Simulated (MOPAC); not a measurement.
MOPAC input (MNDO):

```
MNDO 1SCF GEO-OK AUX(PRECISION=9) THREADS=1
CH4

C    -0.00000000 1    0.00000000 1   -0.00000000 1
H     0.62054657 1    0.62688914 1    0.63896175 1
H    -0.64285838 1   -0.62489528 1    0.61852983 1
H     0.63693263 1   -0.63278043 1   -0.61664082 1
H    -0.61462083 1    0.63078657 1   -0.64085076 1
```

From the last part of the output:

```
                                                       MOPAC v23.2.5 Linux

          FINAL HEAT OF FORMATION =        -11.50690 KCAL/MOL =     -48.14489 KJ/MOL

          COSMO AREA              =         54.86 SQUARE ANGSTROMS
          COSMO VOLUME            =         37.10 CUBIC ANGSTROMS

          IONIZATION POTENTIAL    =         13.953175 EV
          HOMO LUMO ENERGIES (EV) =        -13.953  4.465
          NO. OF FILLED LEVELS    =          4
          MOLECULAR WEIGHT        =         16.0426         POINT GROUP:  Td

          MOLECULAR DIMENSIONS (Angstroms)

            Atom       Atom       Distance
            H     3    H     2     1.77864
            H     5    H     4     1.77864
            H     2    H     4     1.25769

          SCF CALCULATIONS        =          1

   ATOM   CHEMICAL          X               Y               Z
  NUMBER   SYMBOL      (ANGSTROMS)     (ANGSTROMS)     (ANGSTROMS)

     1       C         -0.00000000  *   0.00000000  *  -0.00000000  *
     2       H          0.62054657  *   0.62688914  *   0.63896175  *
     3       H         -0.64285838  *  -0.62489528  *   0.61852983  *
     4       H          0.63693263  *  -0.63278043  *  -0.61664082  *
     5       H         -0.61462083  *   0.63078657  *  -0.64085076  *

                             CARTESIAN COORDINATES

   1    C       -0.000000000     0.000000000    -0.000000000
   2    H        0.620546570     0.626889140     0.638961750
   3    H       -0.642858380    -0.624895280     0.618529830
   4    H        0.636932630    -0.632780430    -0.616640820
   5    H       -0.614620830     0.630786570    -0.640850760

           Empirical Formula: C H4  =     5 atoms

      MOLECULAR POINT GROUP   :   Td

                  EIGENVALUES
 -30.92352 -13.95318 -13.95318 -13.95318   4.46500   4.46500   4.46500   6.12465

              NET ATOMIC CHARGES AND DIPOLE CONTRIBUTIONS

  ATOM NO.   TYPE          CHARGE      No. of ELECS.   s-Pop       p-Pop
    1          C           0.072621        3.9274     1.21444     2.71294
    2          H          -0.018155        1.0182     1.01816
    3          H          -0.018155        1.0182     1.01816
    4          H          -0.018155        1.0182     1.01816
    5          H          -0.018155        1.0182     1.01816
 DIPOLE           X         Y         Z       TOTAL
 POINT-CHG.     0.000     0.000     0.000     0.000
 HYBRID        -0.000    -0.000    -0.000     0.000
 SUM            0.000    -0.000    -0.000     0.000

          ATOMIC ORBITAL ELECTRON POPULATIONS

     Atom    s        px        py        pz
    1  C   1.21444   0.90431   0.90431   0.90431
    2  H   1.01816
    3  H   1.01816
    4  H   1.01816
    5  H   1.01816

 **********************
 *                    *
 * JOB ENDED NORMALLY *
 *                    *
 **********************

 == MOPAC DONE ==
```

The geometry given is a B3LYP-D3(BJ)/def2-TZVP minimum.
